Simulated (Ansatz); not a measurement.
# BH₃OS (built from SMILES OBS): search for a transition state

Wanted: the transition state of a 1,2-elimination (form S2–H4 and break B1–S2, O3–H4). The guess is relaxed with those distances held, a saddle search follows, and vibrations and two downhill relaxations check it.

Method: PBE0-D4, def2-SVP first, then def2-TZVP; program: Ansatz 0.2.0, Gaussian basis.

114 further runs of the same task are left out: 114 set aside as unsound or not needed.

### 1 The starting structure

The guess: 6 atoms, charge 0, spin multiplicity 1.

Atoms are counted from 1 here; the program's logs count them from 0.

Bond lengths: B1–O3 1.269 Å, B1–H5 1.153 Å, S2–H6 1.331 Å. Angles: O3–B1–H5 140.9°.

Geometry (Å):

```xyz
6

B    -0.3340    0.7773   -0.2711
S     1.1827   -0.5727    0.5886
O    -0.7588   -0.0449   -1.1393
H     0.0742   -0.9388   -0.7760
H    -0.5094    1.8535    0.1040
H     0.3454   -1.0743    1.4937
```

Distances that are to change: S2–H4 1.80 Å, B1–S2 2.20 Å, O3–H4 1.27 Å.

### 2 Relaxing the guess with the reacting distances held

Input file hold/in.yaml:

```yaml
crystal:
  periodic: [false, false, false]
  atoms:
    - {symbol: B, position_ang: [-0.334000, 0.777300, -0.271100]}
    - {symbol: S, position_ang: [1.182700, -0.572700, 0.588600]}
    - {symbol: O, position_ang: [-0.758800, -0.044900, -1.139300]}
    - {symbol: H, position_ang: [0.074200, -0.938800, -0.776000]}
    - {symbol: H, position_ang: [-0.509400, 1.853500, 0.104000]}
    - {symbol: H, position_ang: [0.345400, -1.074300, 1.493700]}
basis:
  gaussian: {orbitals: def2-SVP}
hamiltonian: {xc: pbe0, dispersion: d4}
relax: {f_tol: 0.08, max_steps: 120, escape_saddle: false, constraints: [{distance: [1, 3]}, {distance: [0, 1]}, {distance: [2, 3]}]}
```

Run with:

```console
$ ansatz run in.yaml --threads 2 --pin off --events-out ev --progress --plain --max-ram 4352MiB
```

The program printed, shortened:

```text
Functional definition: PBE0
  name "PBE0"
  cite "Adamo & Barone, J. Chem. Phys. 110, 6158 (1999) doi:10.1063/1.478522"
  cite "Perdew, Burke & Ernzerhof, Phys. Rev. Lett. 77, 3865 (1996) doi:10.1103/PhysRevLett.77.3865"
  parent pbe
[...]
645 factors; integrals over basis functions are off by at most 2.8e-4 eV
[...]
mean field -13595.04407416 eV, -499.6086546735 hartree, gradient 2.4e-5 eV, S^2 0.000000; 0 other end points of the search recorded, 0 dependent functions left out
[...]
reference -13595.04409436 eV, -499.6086554160 hartree; 16, 16 occupied and 45, 45 virtual orbitals, 645 factors
relax step   1: F+E_penalty+E_count = -13595.11731904 eV  Δ(F+E_penalty+E_count) = +0.000e0 eV  max|allowed force component| = 1.263e0 eV/Å  Δτ_max = 0.0000 Å  (24 SCF iters, accepted)
[...]
relax step   3: F+E_penalty+E_count = -13595.18705394 eV  Δ(F+E_penalty+E_count) = +1.652e-2 eV  max|allowed force component| = 5.675e-1 eV/Å  Δτ_max = 0.0836 Å  (27 SCF iters, rejected (line search))
[...]
relax step   4: F+E_penalty+E_count = -13595.21697728 eV  Δ(F+E_penalty+E_count) = -1.341e-2 eV  max|allowed force component| = 7.977e-2 eV/Å  Δτ_max = 0.0418 Å  (25 SCF iters, accepted)
  distance S 1 - H 3 held at 1.795810 Å   reaction = +5.7482e-2 eV/Å
  distance B 0 - S 1 held at 2.204986 Å   reaction = +1.3534e0 eV/Å
  distance O 2 - H 3 held at 1.274729 Å   reaction = +2.0000e0 eV/Å
645 factors; integrals over basis functions are off by at most 3.2e-4 eV
mean field -13595.14405882 eV, -499.6123290422 hartree, gradient 1.2e-5 eV, S^2 0.000000; 1 other end points of the search recorded, 0 dependent functions left out
[...]
reference -13595.14407889 eV, -499.6123297796 hartree; 16, 16 occupied and 45, 45 virtual orbitals, 645 factors
Total energy: -13595.21699735 eV, -499.6150094834 hartree
Atom 0 at    -0.328267     0.731830    -0.284963 Å, force     0.998708    -0.784238     0.531964 eV/Å
Atom 1 at     1.203319    -0.593327     0.586911 Å, force    -0.957430     0.798090    -0.565241 eV/Å
Atom 2 at    -0.783513    -0.044620    -1.205636 Å, force     1.271187    -1.407390     0.617256 eV/Å
Atom 3 at     0.063964    -0.890792    -0.768936 Å, force    -1.292642     1.362887    -0.619796 eV/Å
Atom 4 at    -0.502001     1.837771     0.139713 Å, force    -0.016021     0.059017     0.032485 eV/Å
Atom 5 at     0.346598    -1.040762     1.532810 Å, force    -0.003801    -0.028366     0.003333 eV/Å
Dipole moment:    -0.056819    -0.004922     0.251664 e Å
```

Run time: 4.1 s. Hardware: 2 threads of Arm Neoverse V2, shared host.

Step by step: (the energy doesn't fall at every step)

| step | energy from step 1 (eV) | largest force component (eV/Å) |
| --- | --- | --- |
| 1 | 0.0000 | 1.2629 |
| 2 | -0.0863 | 0.2783 |
| 3 | -0.0697 | 0.5675 |
| 4 | -0.0997 | 0.0798 |

Distances of close pairs at the start and the end, largest changes first:

| bond | before (Å) | after (Å) | change (Å) |
| --- | --- | --- | --- |
| B1–H5 | 1.153 | 1.197 | +0.044 |
| S2–H6 | 1.331 | 1.352 | +0.021 |
| B1–O3 | 1.269 | 1.288 | +0.019 |

### 3 Force constants to start from

Input file hessian/in.yaml:

```yaml
crystal:
  periodic: [false, false, false]
  atoms:
    - {symbol: B, position_ang: [-0.328267, 0.731830, -0.284963]}
    - {symbol: S, position_ang: [1.203319, -0.593327, 0.586911]}
    - {symbol: O, position_ang: [-0.783513, -0.044620, -1.205636]}
    - {symbol: H, position_ang: [0.063964, -0.890792, -0.768936]}
    - {symbol: H, position_ang: [-0.502001, 1.837771, 0.139713]}
    - {symbol: H, position_ang: [0.346598, -1.040762, 1.532810]}
basis:
  gaussian: {orbitals: def2-SVP}
hamiltonian: {xc: pbe0, dispersion: d4}
phonons: {}
scf: {lower_state_search: off}
```

Run with:

```console
$ ansatz run in.yaml --threads 2 --pin off --events-out ev --progress --plain --max-ram 4352MiB
```

The program printed, shortened:

```text
[... 5 set-up lines as earlier in the session ...]
[...]
646 factors; integrals over basis functions are off by at most 2.8e-4 eV
[...]
mean field -13595.14406181 eV, -499.6123291519 hartree, gradient 3.2e-6 eV, S^2 0.000000; 0 other end points of the search recorded, 0 dependent functions left out
[...]
reference -13595.14408181 eV, -499.6123298869 hartree; 16, 16 occupied and 45, 45 virtual orbitals, 646 factors
[... from here to the last solve, the lines of the solves are left out (35 solves) ...]
646 factors; integrals over basis functions are off by at most 2.8e-4 eV
mean field -13595.14400813 eV, -499.6123271794 hartree, gradient 2.0e-6 eV, S^2 0.000000; 0 other end points of the search recorded, 0 dependent functions left out
[...]
WARN: phonons: modes at or below zero, which the zero-point energy, F, S and C_V leave out: 1, the lowest at -1522.66 cm⁻¹. A minimum has none, and a first-order saddle one
Total energy: -13595.21700025 eV, -499.6150095902 hartree
Atom 0 at    -0.328267     0.731830    -0.284963 Å, force     0.998643    -0.784261     0.531939 eV/Å
Atom 1 at     1.203319    -0.593327     0.586911 Å, force    -0.957426     0.798095    -0.565240 eV/Å
Atom 2 at    -0.783513    -0.044620    -1.205636 Å, force     1.271236    -1.407356     0.617304 eV/Å
Atom 3 at     0.063964    -0.890792    -0.768936 Å, force    -1.292650     1.362865    -0.619819 eV/Å
Atom 4 at    -0.502001     1.837771     0.139713 Å, force    -0.016003     0.059021     0.032481 eV/Å
Atom 5 at     0.346598    -1.040762     1.532810 Å, force    -0.003800    -0.028365     0.003336 eV/Å
Dipole moment:    -0.056819    -0.004922     0.251664 e Å
Vibrations: -1522.66 334.50 405.42 475.64 553.65 787.66 923.79 1182.47 1543.85 1562.20 2711.94 2736.39 cm⁻¹, zero-point energy 0.819381 eV
Checks for a lower state left out: stability, starts, cluster_reference, orbital_swaps, neighbouring_geometries, increment
```

Wall time 18 s (2 threads of Arm Neoverse V2, shared host).

The structure is not stationary yet, so these wavenumbers are no spectrum; the search needs only the force constants.

### 4 Saddle search in the small basis

The search itself is an outer loop (partitioned rational-function steps, Bofill update of the Hessian). Each step is one single-point run with forces. It stops when the largest force is under 0.03 eV/Å and the followed curvature is negative. The first step's input:

Input file presaddle/in.yaml:

```yaml
crystal:
  periodic: [false, false, false]
  atoms:
    - {symbol: B, position_ang: [-0.328267, 0.731830, -0.284963]}
    - {symbol: S, position_ang: [1.203319, -0.593327, 0.586911]}
    - {symbol: O, position_ang: [-0.783513, -0.044620, -1.205636]}
    - {symbol: H, position_ang: [0.063964, -0.890792, -0.768936]}
    - {symbol: H, position_ang: [-0.502001, 1.837771, 0.139713]}
    - {symbol: H, position_ang: [0.346598, -1.040762, 1.532810]}
basis:
  gaussian: {orbitals: def2-SVP}
hamiltonian: {xc: pbe0, dispersion: d4}
output: {forces: true}
scf: {lower_state_search: off}
```

Run with:

```console
$ ansatz run in.yaml --threads 2 --pin off --events-out ev --progress --plain --max-ram 4352MiB
```

Step by step:

| step | energy (eV) | largest force (eV/Å) | followed curvature (eV/Å²) |
| --- | --- | --- | --- |
| 1 | -13595.21700 | 1.4074 | -14.85 |
| 2 | -13595.14569 | 0.4560 | -15.02 |
| 3 | -13595.12977 | 0.1049 | -14.23 |
| 4 | -13595.13095 | 0.0409 | -14.00 |
| 5 | -13595.13107 | 0.0084 | -14.48 |

The 5 steps took 2.8 s in all (2 threads of Arm Neoverse V2, shared host).

### 5 Saddle search in triple zeta

The search itself is an outer loop (partitioned rational-function steps, Bofill update of the Hessian). Each step is one single-point run with forces. It stops when the largest force is under 0.008 eV/Å and the followed curvature is negative. The first step's input:

Input file saddle/in.yaml:

```yaml
crystal:
  periodic: [false, false, false]
  atoms:
    - {symbol: B, position_ang: [-0.364271, 0.733866, -0.323432]}
    - {symbol: S, position_ang: [1.149033, -0.574311, 0.515707]}
    - {symbol: O, position_ang: [-0.826249, -0.047675, -1.200953]}
    - {symbol: H, position_ang: [0.181616, -0.888126, -0.620173]}
    - {symbol: H, position_ang: [-0.453866, 1.828710, 0.163011]}
    - {symbol: H, position_ang: [0.313837, -1.052366, 1.465740]}
basis:
  gaussian: {orbitals: def2-TZVP}
hamiltonian: {xc: pbe0, dispersion: d4}
output: {forces: true}
scf: {lower_state_search: off}
```

Run with:

```console
$ ansatz run in.yaml --threads 2 --pin off --events-out ev --progress --plain --max-ram 4352MiB
```

The driver's record:

| step | energy (eV) | largest force (eV/Å) | followed curvature (eV/Å²) |
| --- | --- | --- | --- |
| 1 | -13602.06254 | 0.2945 | -14.48 |
| 2 | -13602.06657 | 0.0297 | -14.76 |
| 3 | -13602.06678 | 0.0234 | -15.00 |
| 4 | -13602.06681 | 0.0041 | -14.78 |

The 4 steps took 4.2 s in all (2 threads of Arm Neoverse V2, shared host).

Geometry at the end of the search:

| atom | x (Å) | y (Å) | z (Å) |
| --- | --- | --- | --- |
| B1 | -0.3578 | 0.7278 | -0.3157 |
| S2 | 1.1470 | -0.5696 | 0.5117 |
| O3 | -0.8256 | -0.0460 | -1.2011 |
| H4 | 0.1801 | -0.8878 | -0.6156 |
| H5 | -0.4504 | 1.8093 | 0.1679 |
| H6 | 0.3068 | -1.0335 | 1.4528 |

Followed mode, largest move set to 1: H4 (0.75, -0.25, 0.62); B1 (-0.40, 0.21, -0.34); O3 (-0.38, 0.35, -0.17); S2 (-0.03, -0.32, -0.19).

### 6 Checking the order of the point

Input file vib/in.yaml:

```yaml
crystal:
  periodic: [false, false, false]
  atoms:
    - {symbol: B, position_ang: [-0.357843, 0.727801, -0.315743]}
    - {symbol: S, position_ang: [1.147039, -0.569624, 0.511745]}
    - {symbol: O, position_ang: [-0.825635, -0.045988, -1.201126]}
    - {symbol: H, position_ang: [0.180144, -0.887841, -0.615647]}
    - {symbol: H, position_ang: [-0.450416, 1.809297, 0.167891]}
    - {symbol: H, position_ang: [0.306811, -1.033546, 1.452781]}
basis:
  gaussian: {orbitals: def2-TZVP}
hamiltonian: {xc: pbe0, dispersion: d4}
phonons: {temperatures: {t_min: 298.15, t_max: 900, t_step: 200}}
```

Run with:

```console
$ ansatz run in.yaml --threads 2 --pin off --events-out ev --progress --plain --max-ram 4352MiB
```

The program printed, shortened:

```text
[... 5 set-up lines as earlier in the session ...]
[...]
723 factors; their error is unknown
[...]
mean field -13601.99343701 eV, -499.8640390479 hartree, gradient 3.2e-5 eV, S^2 0.000000; 0 other end points of the search recorded, 0 dependent functions left out
[...]
reference -13601.99346293 eV, -499.8640400005 hartree; 16, 16 occupied and 101, 101 virtual orbitals, 723 factors
[... from here to the last solve, the lines of the solves are left out (35 solves) ...]
723 factors; their error is unknown
mean field -13601.99339296 eV, -499.8640374289 hartree, gradient 9.9e-7 eV, S^2 0.000000; 0 other end points of the search recorded, 0 dependent functions left out
[...]
reference -13601.99341888 eV, -499.8640383816 hartree; 16, 16 occupied and 101, 101 virtual orbitals, 723 factors
WARN: phonons: modes at or below zero, which the zero-point energy, F, S and C_V leave out: 1, the lowest at -1283.95 cm⁻¹. A minimum has none, and a first-order saddle one
Total energy: -13602.06681345 eV, -499.8667355824 hartree
Atom 0 at    -0.357843     0.727801    -0.315743 Å, force    -0.004106    -0.000486    -0.002953 eV/Å
Atom 1 at     1.147039    -0.569624     0.511745 Å, force    -0.000599     0.000758    -0.000388 eV/Å
Atom 2 at    -0.825635    -0.045988    -1.201126 Å, force     0.002449    -0.000121    -0.000928 eV/Å
Atom 3 at     0.180144    -0.887841    -0.615647 Å, force    -0.001333     0.001343     0.003974 eV/Å
Atom 4 at    -0.450416     1.809297     0.167891 Å, force     0.002258    -0.000273     0.001322 eV/Å
Atom 5 at     0.306811    -1.033546     1.452781 Å, force     0.001332    -0.001220    -0.001028 eV/Å
Dipole moment:     0.178464    -0.011961     0.443424 e Å
Vibrations: -1283.95 378.14 389.70 488.75 530.61 812.26 932.59 1133.13 1528.93 1642.10 2710.66 2715.85 cm⁻¹, zero-point energy 0.822184 eV
```

Wall time 34 s (2 threads of Arm Neoverse V2, shared host).

Wavenumbers and character of the modes:

| mode | wavenumber (cm⁻¹) | character |
| --- | --- | --- |
| 1 | 1284i | changes S2–H4, O3–H4 |
| 2 | 378 | not assigned (largely outside the bonds, angles and torsions drawn) |
| 3 | 390 | not assigned (largely outside the bonds, angles and torsions drawn) |
| 4 | 489 | not assigned (largely outside the bonds, angles and torsions drawn) |
| 5 | 531 | not assigned (largely outside the bonds, angles and torsions drawn) |
| 6 | 812 | not assigned (largely outside the bonds, angles and torsions drawn) |
| 7 | 933 | bend |
| 8 | 1133 | bend |
| 9 | 1529 | not assigned (largely outside the bonds, angles and torsions drawn) |
| 10 | 1642 | B–O stretch |
| 11 | 2711 | S–H stretch |
| 12 | 2716 | B–H stretch |

Vibrational sums (real modes only):

| T (K) | entropy (J/mol/K) | heat capacity (J/mol/K) |
| --- | --- | --- |
| 298 | 15.5 | 29.0 |
| 498 | 34.9 | 46.7 |
| 698 | 52.7 | 58.4 |
| 898 | 68.4 | 66.5 |

### 7 Relaxing after a step of 0.30 Å one way along the mode

Input file downa/in.yaml:

```yaml
crystal:
  periodic: [false, false, false]
  atoms:
    - {symbol: B, position_ang: [-0.478918, 0.790260, -0.419021]}
    - {symbol: S, position_ang: [1.137916, -0.665086, 0.455314]}
    - {symbol: O, position_ang: [-0.938733, 0.059163, -1.251167]}
    - {symbol: H, position_ang: [0.403644, -0.963850, -0.430525]}
    - {symbol: H, position_ang: [-0.430252, 1.820014, 0.194025]}
    - {symbol: H, position_ang: [0.306442, -1.040400, 1.451274]}
basis:
  gaussian: {orbitals: def2-TZVP}
hamiltonian: {xc: pbe0, dispersion: d4}
relax: {f_tol: 0.005, max_steps: 200}
```

Run with:

```console
$ ansatz run in.yaml --threads 2 --pin off --events-out ev --progress --plain --max-ram 4352MiB
```

The program printed, shortened:

```text
[... 5 set-up lines as earlier in the session ...]
[...]
723 factors; their error is unknown
[...]
mean field -13601.82154517 eV, -499.8577221394 hartree, gradient 2.2e-5 eV, S^2 0.000000; 0 other end points of the search recorded, 0 dependent functions left out
[...]
reference -13601.82157195 eV, -499.8577231235 hartree; 16, 16 occupied and 101, 101 virtual orbitals, 723 factors
relax step   1: F+E_penalty+E_count = -13601.89877244 eV  Δ(F+E_penalty+E_count) = +0.000e0 eV  max|allowed force component| = 5.253e0 eV/Å  Δτ_max = 0.0000 Å  (26 SCF iters, accepted)
[...]
723 factors; their error is unknown
mean field -13602.79503836 eV, -499.8934973541 hartree, gradient 1.5e-5 eV, S^2 0.000000; 1 other end points of the search recorded, 0 dependent functions left out
[...]
reference -13602.79506733 eV, -499.8934984186 hartree; 16, 16 occupied and 101, 101 virtual orbitals, 723 factors
Total energy: -13602.86153801 eV, -499.8959411712 hartree
Atom 0 at    -0.830826     1.164869    -0.638805 Å, force    -0.000823    -0.000417    -0.000109 eV/Å
Atom 1 at     1.373536    -0.863342     0.771761 Å, force    -0.000804    -0.000895    -0.001194 eV/Å
Atom 2 at    -1.266573     0.307049    -1.357277 Å, force     0.000819     0.001095     0.000823 eV/Å
Atom 3 at     0.785214    -1.304027    -0.351641 Å, force     0.000788     0.000585     0.001375 eV/Å
Atom 4 at    -0.445562     2.041688     0.036795 Å, force    -0.000134    -0.000519    -0.000729 eV/Å
Atom 5 at     0.384311    -1.346136     1.539067 Å, force     0.000154     0.000151    -0.000166 eV/Å
Dipole moment:     0.050599     0.240262     0.322010 e Å
```

Run time: 27 s. Hardware: 2 threads of Arm Neoverse V2, shared host.

Along the way: (the energy doesn't fall at every step)

| step | energy from step 1 (eV) | largest force component (eV/Å) |
| --- | --- | --- |
| 1 | 0.0000 | 5.2527 |
| 2 | -0.6614 | 1.5728 |
| 3 | -0.7850 | 1.1177 |
| 4 | -0.7663 | 2.6487 |
| 5 | -0.8504 | 0.8332 |
| 6 | -0.9079 | 0.5189 |
| 7 | -0.9442 | 0.1210 |
| 8 | -0.9549 | 0.1370 |
| 9 | -0.9604 | 0.2251 |
| 10 | -0.9624 | 0.0202 |
| 11 | -0.9624 | 0.0262 |
| 12 | -0.9626 | 0.0031 |
| 13 | -0.9627 | 0.0145 |
| 14 | -0.9627 | 0.0070 |
| 15 | -0.9627 | 0.0036 |
| 16 | -0.9627 | 0.0078 |
| 17 | -0.9627 | 0.0064 |
| 18 | -0.9627 | 0.0014 |

Close pairs (by a distance rule), those that changed most:

| bond | before (Å) | after (Å) | change (Å) |
| --- | --- | --- | --- |
| S2–H4 | 1.189 | 1.343 | +0.154 |
| B1–H5 | 1.199 | 1.172 | -0.027 |
| S2–H6 | 1.351 | 1.342 | -0.009 |
| B1–O3 | 1.199 | 1.201 | +0.001 |

### 8 Relaxing after a step of 0.30 Å the other way along the mode

Input file downb/in.yaml:

```yaml
crystal:
  periodic: [false, false, false]
  atoms:
    - {symbol: B, position_ang: [-0.236768, 0.665342, -0.212465]}
    - {symbol: S, position_ang: [1.156162, -0.474161, 0.568177]}
    - {symbol: O, position_ang: [-0.712536, -0.151139, -1.151086]}
    - {symbol: H, position_ang: [-0.043356, -0.811831, -0.800769]}
    - {symbol: H, position_ang: [-0.470581, 1.798580, 0.141756]}
    - {symbol: H, position_ang: [0.307179, -1.026691, 1.454287]}
basis:
  gaussian: {orbitals: def2-TZVP}
hamiltonian: {xc: pbe0, dispersion: d4}
relax: {f_tol: 0.005, max_steps: 200}
```

Run with:

```console
$ ansatz run in.yaml --threads 2 --pin off --events-out ev --progress --plain --max-ram 4352MiB
```

The program printed, shortened:

```text
[... 5 set-up lines as earlier in the session ...]
[...]
723 factors; their error is unknown
[...]
mean field -13602.81293293 eV, -499.8941549674 hartree, gradient 2.3e-5 eV, S^2 0.000000; 0 other end points of the search recorded, 0 dependent functions left out
[...]
reference -13602.81295807 eV, -499.8941558915 hartree; 16, 16 occupied and 101, 101 virtual orbitals, 723 factors
relax step   1: F+E_penalty+E_count = -13602.88480066 eV  Δ(F+E_penalty+E_count) = +0.000e0 eV  max|allowed force component| = 1.501e0 eV/Å  Δτ_max = 0.0000 Å  (26 SCF iters, accepted)
[...]
723 factors; their error is unknown
[...]
mean field -13604.09448367 eV, -499.9412510885 hartree, gradient 7.5e-5 eV, S^2 0.000000; 1 other end points of the search recorded, 0 dependent functions left out
[...]
reference -13604.09450838 eV, -499.9412519966 hartree; 16, 16 occupied and 101, 101 virtual orbitals, 723 factors
Total energy: -13604.16497058 eV, -499.9438414347 hartree
Atom 0 at    -0.204950     0.329602    -0.097219 Å, force    -0.000674     0.000280     0.001402 eV/Å
Atom 1 at     0.765369    -0.880710     0.840910 Å, force     0.000134     0.000249     0.000136 eV/Å
Atom 2 at    -0.566799     0.099893    -1.378499 Å, force    -0.000028     0.000468    -0.000857 eV/Å
Atom 3 at    -0.273833    -0.739506    -1.743986 Å, force     0.000110    -0.000507    -0.000161 eV/Å
Atom 4 at    -0.543188     1.357323     0.405007 Å, force     0.000442    -0.000418    -0.000231 eV/Å
Atom 5 at     0.823501    -0.166502     1.973686 Å, force     0.000015    -0.000073    -0.000289 eV/Å
Dipole moment:     0.078309    -0.125457     0.037581 e Å
```

It took 22 s on 2 threads of Arm Neoverse V2, shared host.

Relaxation path: (the energy doesn't fall at every step)

| step | energy from step 1 (eV) | largest force component (eV/Å) |
| --- | --- | --- |
| 1 | 0.0000 | 1.5010 |
| 2 | -0.3914 | 1.5318 |
| 3 | -0.5528 | 2.1588 |
| 4 | -0.7357 | 1.8775 |
| 5 | -0.9040 | 1.5018 |
| 6 | -1.0373 | 0.7071 |
| 7 | -1.1448 | 1.1952 |
| 8 | -1.2456 | 0.3560 |
| 9 | -1.2090 | 0.5818 |
| 10 | -1.2735 | 0.1428 |
| 11 | -1.2794 | 0.0734 |
| 12 | -1.2799 | 0.0836 |
| 13 | -1.2801 | 0.0077 |
| 14 | -1.2801 | 0.0014 |

Distances of close pairs at the start and the end, largest changes first:

| bond | before (Å) | after (Å) | change (Å) |
| --- | --- | --- | --- |
| B1–S2 | 1.962 | 1.813 | -0.149 |
| O3–H4 | 1.004 | 0.961 | -0.042 |
| B1–O3 | 1.332 | 1.351 | +0.019 |
| B1–H5 | 1.210 | 1.193 | -0.017 |
| S2–H6 | 1.346 | 1.340 | -0.005 |

### 9 The three structures

| pair | start side (Å) | saddle (Å) | end side (Å) |
| --- | --- | --- | --- |
| S2–H4 | 2.790 | 1.519 | 1.343 |
| B1–S2 | 1.813 | 2.152 | 3.311 |
| O3–H4 | 0.961 | 1.436 | 2.796 |

### 10 What came out

```
                       quantity                                     value
                 imaginary mode                                1284i cm⁻¹
    barrier from the start side                                  2.098 eV
      barrier from the end side                                  0.795 eV
             energy of the step                                 +1.303 eV
              pairs that change  S2–H4 formed, B1–S2 broken, O3–H4 broken
zero-point energy at the saddle                                  0.822 eV
```

What this shows: One imaginary mode, 1284i cm⁻¹, makes this a first-order saddle. Going downhill both ways gives the intended start and end. At PBE0-D4/def2-TZVP the electronic barrier is 2.098 eV, about 82 kT at 298 K, and the step runs 1.303 eV uphill. The barrier is thin enough for tunnelling; the leading (Wigner) term alone is a factor of 2.6 at 298 K. A step off the saddle overshot and began above it in energy, so the link to its end is likely but not proven. The ends are the nearest minima, not always the lowest complexes.
